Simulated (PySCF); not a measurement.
Process, species as SMILES: [C](F)F (closed-shell singlet) + 3 [H][H] (H2) → C (CH4) + 2 F (HF)
B3LYP-D3(BJ)/def2-TZVP geometries, fixed; electronic energies without zero-point terms.
Largest species:
```xyz
5

C      0.0000     0.0000     0.0000
H      0.6205     0.6269     0.6390
H     -0.6429    -0.6249     0.6185
H      0.6369    -0.6328    -0.6166
H     -0.6146     0.6308    -0.6409
```

Basis-set convergence of the energy of full hydrogenation at B3LYP with PySCF. All functions are spherical. Density fitting with generated auxiliary sets. In sets without p functions on hydrogen, species with hydrogen take exact integrals. No added dispersion term, no relativity. Functions are those of the species that has most. Reference: the value in def2-QZVPPD, -113.28 kcal/mol, itself unsure by roughly 0.84 kcal/mol (its mean distance from pcseg-3, def2-QZVPP, cc-pVQZ). Deviations are taken from unrounded values.

```csv
basis,functions,energy of full hydrogenation (kcal/mol),minus reference (kcal/mol)
STO-3G,15,-40.86,72.42
6-31G*,42,-88.52,24.77
pcseg-1,42,-105.05,8.24
6-31+G*,54,-105.69,7.59
def2-SVPD,66,-121.10,-7.81
cc-pVTZ,90,-108.27,5.02
def2-TZVP,93,-108.37,4.91
def2-QZVPP,177,-112.79,0.49
def2-QZVPPD,195,-113.28,0.00
```
